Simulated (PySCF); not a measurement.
# C2H3N (isocyanomethane) at 5 levels

We compute a comparison of 5 runs (HF/3-21G, HF/def2-SVP, B3LYP/3-21G, PBE0/cc-pVTZ, CCSD/6-31+G*) of C2H3N (isocyanomethane). 

The results are computed with PySCF 2.14.0.

### Step 1. Starting point

C2H3N: 6 atoms, total charge 0, spin state singlet. As SMILES, `[C-]#[N+]C`. The coordinates come from a GFN2-xTB relaxation.

Bond lengths: C1–N2 1.161 Å, N2–C3 1.396 Å, C3–H4 1.091 Å, C3–H5 1.091 Å, C3–H6 1.091 Å. Angles: C1–N2–C3 179.8°, N2–C3–H4 109.4°, N2–C3–H5 109.5°, N2–C3–H6 109.4°, H4–C3–H5 109.5°, H4–C3–H6 109.5°, H5–C3–H6 109.5°.

### Step 2. Energy and gradient at HF/3-21G (run 1)

run.py reads:

```python
import pyscf.grad
from pyscf import gto

system = gto.Mole()
system.atom = '''
C    0.795140  -1.710370   0.877810
N    0.349100  -0.756470   0.387710
C   -0.182290   0.392490  -0.201380
H   -1.130340   0.148150  -0.683830
H    0.517240   0.775730  -0.946310
H   -0.348860   1.150470   0.566000
'''
system.verbose = 3
system.max_memory = 1860
system.basis = '3-21g'
system.build()

hf = system.RHF()
hf.conv_tol = 1e-10
hf.kernel()
if not hf.converged:
    hf = hf.newton().run(hf.mo_coeff, hf.mo_occ)

etot = hf.e_tot
print(f'total energy: {etot:.8f} hartree')
grad = hf.Gradients().kernel()
hf.analyze()
```

On the command line:

```
$ OMP_NUM_THREADS=1 python run.py
```

Standard output:

```text
converged SCF energy = -131.158022534717
total energy: -131.15802253 hartree
--------------- RHF gradients ---------------
         x                y                z
0 C     0.0019513730    -0.0038771144     0.0020208786
1 N    -0.0125784858     0.0265485986    -0.0136733550
2 C     0.0102215039    -0.0216751843     0.0111717686
3 H    -0.0056940848    -0.0042554725    -0.0022140453
4 H     0.0061562664     0.0002851176    -0.0040940032
5 H    -0.0000565728     0.0029740550     0.0067887563
----------------------------------------------
**** MO energy ****
MO #1   energy= -15.5199762265737  occ= 2
MO #2   energy= -11.2424318374657  occ= 2
MO #3   energy= -11.2127621625132  occ= 2
MO #4   energy= -1.27859156247677  occ= 2
MO #5   energy= -1.03444391879686  occ= 2
MO #6   energy= -0.738600943587899 occ= 2
MO #7   energy= -0.643747086875871 occ= 2
MO #8   energy= -0.643708829446747 occ= 2
MO #9   energy= -0.465514450345179 occ= 2
MO #10  energy= -0.465500324887361 occ= 2
MO #11  energy= -0.456905325272046 occ= 2
MO #12  energy= 0.21327482740154   occ= 0
MO #13  energy= 0.213336692503565  occ= 0
MO #14  energy= 0.270478266440593  occ= 0
MO #15  energy= 0.348840380750925  occ= 0
MO #16  energy= 0.348954384033405  occ= 0
MO #17  energy= 0.385661162049635  occ= 0
MO #18  energy= 0.59094956096961   occ= 0
MO #19  energy= 0.824022049141246  occ= 0
MO #20  energy= 0.914459343238386  occ= 0
MO #21  energy= 0.914540681675051  occ= 0
MO #22  energy= 1.04988597905555   occ= 0
MO #23  energy= 1.04993486282385   occ= 0
MO #24  energy= 1.22712901755      occ= 0
MO #25  energy= 1.27213523550734   occ= 0
MO #26  energy= 1.28060060369583   occ= 0
MO #27  energy= 1.28065789267523   occ= 0
MO #28  energy= 1.50887781918774   occ= 0
MO #29  energy= 1.54405325275608   occ= 0
MO #30  energy= 1.54410958773204   occ= 0
MO #31  energy= 1.88684852662484   occ= 0
MO #32  energy= 2.30487425189976   occ= 0
MO #33  energy= 2.8090868688529    occ= 0
 ** Mulliken atomic charges  **
charge of    0C =     -0.07335
charge of    1N =     -0.15609
charge of    2C =     -0.12101
charge of    3H =      0.11681
charge of    4H =      0.11682
charge of    5H =      0.11682
Dipole moment(X, Y, Z, Debye): -1.31251,  2.83302, -1.45304
```

It took 2.7 s on 1 thread of Intel Xeon at 2.50GHz (Skylake/Cascade Lake), shared host; peak memory 0.12 GiB.

### Step 3. Energy and forces at HF/def2-SVP (run 2)

input.py reads:

```python
from pyscf import gto

system = gto.M(
    atom='''
C    0.795140  -1.710370   0.877810
N    0.349100  -0.756470   0.387710
C   -0.182290   0.392490  -0.201380
H   -1.130340   0.148150  -0.683830
H    0.517240   0.775730  -0.946310
H   -0.348860   1.150470   0.566000
''',
    verbose=4,
    basis='def2-svp',
    spin=0,
    max_memory=1860,
    charge=0,
)

mf = system.RHF()
mf.conv_tol = 1e-10
mf.kernel()
if not mf.converged:
    mf = mf.newton().run(mf.mo_coeff, mf.mo_occ)

energy = mf.e_tot
print('E = %.10f Eh' % energy)
grad = mf.nuc_grad_method().kernel()
mf.analyze()
```

On the command line:

```
$ OMP_NUM_THREADS=1 python input.py
```

Standard output:

```text
PySCF version 2.14.0

[... 77 lines left out ...]
One-electron Energy =                 -297.051326865318401
[... 7 lines left out ...]
MO #3   energy= -11.274063829352   occ= 2
[... 5 lines left out ...]
MO #9   energy= -0.474168658990276 occ= 2
[... 5 lines left out ...]
MO #15  energy= 0.268122538129985  occ= 0
[... 5 lines left out ...]
MO #21  energy= 0.591824305200253  occ= 0
[... 5 lines left out ...]
MO #27  energy= 0.863326283538814  occ= 0
[... 5 lines left out ...]
MO #33  energy= 1.48250616638649   occ= 0
[... 5 lines left out ...]
MO #39  energy= 1.92327433719543   occ= 0
[... 5 lines left out ...]
MO #45  energy= 2.28422531635993   occ= 0
[... 5 lines left out ...]
MO #51  energy= 2.79887735347878   occ= 0
[... 5 lines left out ...]
MO #57  energy= 4.03733233398932   occ= 0
[... 27 lines left out ...]
pop of  1 N 3dz^2         0.00088
pop of  1 N 3dxz          0.00076
pop of  1 N 3dx2-y2       0.00187
pop of  2 C 1s            1.99996
pop of  2 C 2s            0.98012
pop of  2 C 3s            0.00517
pop of  2 C 2px           1.08630
pop of  2 C 2py           0.93517
pop of  2 C 2pz           1.07685
pop of  2 C 3px           0.00513
pop of  2 C 3py           0.00729
pop of  2 C 3pz           0.00526
pop of  2 C 3dxy          0.00199
pop of  2 C 3dyz          0.00315
pop of  2 C 3dz^2         0.00094
pop of  2 C 3dxz          0.00240
pop of  2 C 3dx2-y2       0.00217
pop of  3 H 1s            0.87619
pop of  3 H 2s            0.01049
pop of  3 H 2px           0.00155
pop of  3 H 2py           0.00020
pop of  3 H 2pz           0.00046
pop of  4 H 1s            0.87616
pop of  4 H 2s            0.01050
pop of  4 H 2px           0.00084
pop of  4 H 2py           0.00038
pop of  4 H 2pz           0.00099
pop of  5 H 1s            0.87616
pop of  5 H 2s            0.01049
pop of  5 H 2px           0.00011
pop of  5 H 2py           0.00110
pop of  5 H 2pz           0.00100
 ** Mulliken atomic charges  **
charge of    0C =     -0.07467
charge of    1N =     -0.14681
charge of    2C =     -0.11191
charge of    3H =      0.11111
charge of    4H =      0.11114
charge of    5H =      0.11114
Dipole moment(X, Y, Z, Debye): -1.37537,  2.96476, -1.52099
```

It took 6.4 s on 1 thread of Intel Xeon at 2.50GHz (Skylake/Cascade Lake), shared host; peak memory 0.13 GiB.

Runs 3 to 4 aren't shown in full; the table further down has their settings and results.

### Step 4. The energy at CCSD/6-31+G(d) (spherical functions) (run 5)

input.xyz reads:

```xyz
6
C2H3N
C      0.795140    -1.710370     0.877810
N      0.349100    -0.756470     0.387710
C     -0.182290     0.392490    -0.201380
H     -1.130340     0.148150    -0.683830
H      0.517240     0.775730    -0.946310
H     -0.348860     1.150470     0.566000
```

job.py reads:

```python
from pyscf import gto, cc

mol = gto.M(
    atom='input.xyz',
    max_memory=1860,
    verbose=4,
    basis='6-31+g*',
)

hf = mol.RHF()
hf.conv_tol = 1e-10
hf.kernel()
if not hf.converged:
    hf = hf.newton().run(hf.mo_coeff, hf.mo_occ)

mycc = cc.CCSD(hf, frozen=3)
mycc.kernel()
e_final = mycc.e_tot
print('Final energy', e_final)
hf.analyze()
```

On the command line:

```
$ OMP_NUM_THREADS=1 python job.py
```

Standard output:

```text
PySCF version 2.14.0

[... 87 lines left out ...]
Final energy -132.32038276444098
[... 6 lines left out ...]
DFT Exchange-Correlation Energy =      -17.980179303804064
[... 7 lines left out ...]
MO #6   energy= -0.745130293922187 occ= 2
[... 5 lines left out ...]
MO #12  energy= 0.068713094477892  occ= 0
[... 5 lines left out ...]
MO #18  energy= 0.138209231049722  occ= 0
[... 5 lines left out ...]
MO #24  energy= 0.309908464807834  occ= 0
[... 5 lines left out ...]
MO #30  energy= 0.606230719324444  occ= 0
[... 5 lines left out ...]
MO #36  energy= 1.12349061333139   occ= 0
[... 5 lines left out ...]
MO #42  energy= 1.37120643033159   occ= 0
[... 5 lines left out ...]
MO #48  energy= 1.77820865162765   occ= 0
[... 5 lines left out ...]
MO #54  energy= 2.53402399675367   occ= 0
[... 5 lines left out ...]
MO #60  energy= 3.85393993749287   occ= 0
[... 30 lines left out ...]
pop of  1 N 4px           0.00138
pop of  1 N 4py           0.00198
pop of  1 N 4pz           0.00141
pop of  1 N 3dxy          0.00231
pop of  1 N 3dyz          0.00266
pop of  1 N 3dz^2         0.00093
pop of  1 N 3dxz          0.00083
pop of  1 N 3dx2-y2       0.00203
pop of  2 C 1s            1.99998
pop of  2 C 2s            0.99145
pop of  2 C 3s            0.00372
pop of  2 C 4s            0.00279
pop of  2 C 2px           1.09215
pop of  2 C 2py           0.93692
pop of  2 C 2pz           1.08244
pop of  2 C 3px           0.00417
pop of  2 C 3py           0.00711
pop of  2 C 3pz           0.00435
pop of  2 C 4px           0.00062
pop of  2 C 4py           0.00171
pop of  2 C 4pz           0.00069
pop of  2 C 3dxy          0.00244
pop of  2 C 3dyz          0.00403
pop of  2 C 3dz^2         0.00118
pop of  2 C 3dxz          0.00320
pop of  2 C 3dx2-y2       0.00278
pop of  3 H 1s            0.86998
pop of  3 H 2s            0.00917
pop of  4 H 1s            0.86995
pop of  4 H 2s            0.00917
pop of  5 H 1s            0.86995
pop of  5 H 2s            0.00917
 ** Mulliken atomic charges  **
charge of    0C =     -0.06912
charge of    1N =     -0.15175
charge of    2C =     -0.14175
charge of    3H =      0.12085
charge of    4H =      0.12088
charge of    5H =      0.12088
Dipole moment(X, Y, Z, Debye): -1.35289,  2.91779, -1.49675
```

It took 10 s on 1 thread of Intel Xeon at 2.50GHz (Skylake/Cascade Lake), shared host; peak memory 0.2 GiB.

### Step 5. Overview of the runs

```
run                               level  integration grid      task  energy (Eh)  dipole moment (D) of the reference  HOMO energy (eV)  LUMO energy (eV)  wall time
  1                            HF/3-21G                 –  gradient  -131.158023                                3.44            -12.43              5.80      2.7 s
  2                         HF/def2-SVP                 –  gradient  -131.795100                                3.60            -12.64              4.65      6.4 s
  3                         B3LYP/3-21G                 5  gradient  -131.983549                                3.70             -7.70              1.28       16 s
  4                        PBE0/cc-pVTZ                 5  gradient  -132.598815                                3.85             -8.62              0.83       91 s
  5  CCSD/6-31+G* (spherical functions)                 –    energy  -132.320383                                3.55            -12.85              1.87       10 s
```

### Step 6. Summary of results

```
                                          quantity          value
                               run 5: total energy  -132.32038 Eh
       run 5: dipole moment (Hartree–Fock density)         3.55 D
        run 5: HOMO energy (Hartree–Fock orbitals)      -12.85 eV
        run 5: LUMO energy (Hartree–Fock orbitals)        1.87 eV
      run 5: HOMO–LUMO gap (Hartree–Fock orbitals)       14.72 eV
run 5: correlation energy (3 core orbitals frozen)     -421.1 mEh
                              run 5: T1 diagnostic          0.015
```

In words: Over runs 1, 2, 3, 4 the dipole moment (its size) runs from 3.44 D (HF/3-21G) to 3.85 D (PBE0/cc-pVTZ). The two ends differ in method and basis. Over runs 1, 2, 3, 4 the HOMO–LUMO gap runs from 8.98 eV (B3LYP/3-21G) to 18.24 eV (HF/3-21G). Exact exchange widens orbital gaps. Totals of different functionals can't be ranked against each other. All runs together took 2.1 min, the longest 91 s.
